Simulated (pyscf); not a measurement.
O=Cr(=O)(OH)–OH + H₂ → O=CrH(=O)–OH + H₂O, a four-centre exchange (singlet surface; Cr–O, H–H broken, Cr–H, H–O formed). Optimised with ωB97X-D3(BJ)/def2-SVP in PySCF. Energies in eV from the separated reactants.

Small-basis levels: PySCF, no dispersion term, spherical d functions. AM1 to PM7: differences of heats of formation from MOPAC, which are fitted to 298 K values and so differ in kind from electronic energies by zero-point and thermal terms. GFN2-xTB: tblite. Cost: rough CPU time at the saddle relative to B3LYP/6-31G*+LANL2DZ, from one job on a shared machine.

| level | barrier | reaction energy | cost |
|---|---|---|---|
| HF/STO-3G | 3.49 | +1.29 | 0.07 |
| HF/3-21G | 2.68 | +0.92 | 0.1 |
| BP86/6-31G*+LANL2DZ | 1.90 | +1.08 | 2 |
| B3LYP/STO-3G | 2.58 | +2.14 | 0.7 |
| B3LYP/6-31G*+LANL2DZ | 2.10 | +0.90 | 1 |
| B3LYP/6-311+G**+LANL2DZ | 1.83 | +0.27 | 2 |
| B3LYP/def2-SVP | 1.79 | +0.61 | 1 |
| GFN2-xTB | 1.20 | -1.04 | under 0.02 |
| PM6 | 2.09 | +1.75 | under 0.02 |
| ωB97M-D3(BJ)/def2-TZVP | 1.79 | +0.30 | – |

Against the last row the barrier runs from -0.59 (GFN2-xTB) to +1.70 eV (HF/STO-3G). ωB97M-D3(BJ)/def2-TZVP has limits of its own. At the saddle there is also a short Cr–H contact that neither side keeps. This is the saddle that the search found; another between the same sides may lie lower.
